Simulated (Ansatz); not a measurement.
A made-up structure of C2H3N, singlet:

```
6
angstrom
C -0.8189 0.1116 -0.5088
C 0.2358 0.0695 0.2592
N 1.1717 0.1181 1.0361
H -0.8270 0.7412 -1.3878
H -1.6855 -0.4918 -0.2763
H -1.2000 0.0170 0.4758
```

It is relaxed with PBE-D4/def2-SVP and then PBE0-D4/def2-TZVP (Ansatz 0.2.0). Atoms count as bonded within 1.22 times the sum of their covalent radii (H–H: 0.88 Å). The end point is not checked to be a true minimum.

**Question.** Does its bonding change? (Judge from chemistry; the calculation decides.)

**Answer.** By the calculation: No: no bond forms or breaks.

Where it ends: The first stage lowers the energy by 4.11 eV in 6 steps. It ends as C₂H₃N (CC#N):
C1  (-0.957, 0.132, -0.281)
C2  (0.341, 0.019, 0.355)
N3  (1.369, -0.071, 0.859)
H4  (-0.874, 0.712, -1.201)
H5  (-1.344, -0.859, -0.522)
H6  (-1.660, 0.632, 0.388)
(Å)

For scale, one of the runs: PBE0-D4/def2-TZVP relaxation, 111 basis functions, launched by `ansatz run in.yaml --threads 2 --pin off --events-out ev --progress --plain --max-ram 4352MiB`. The run took about 7 s on 2 CPU threads of an Arm Neoverse V2 (shared host).
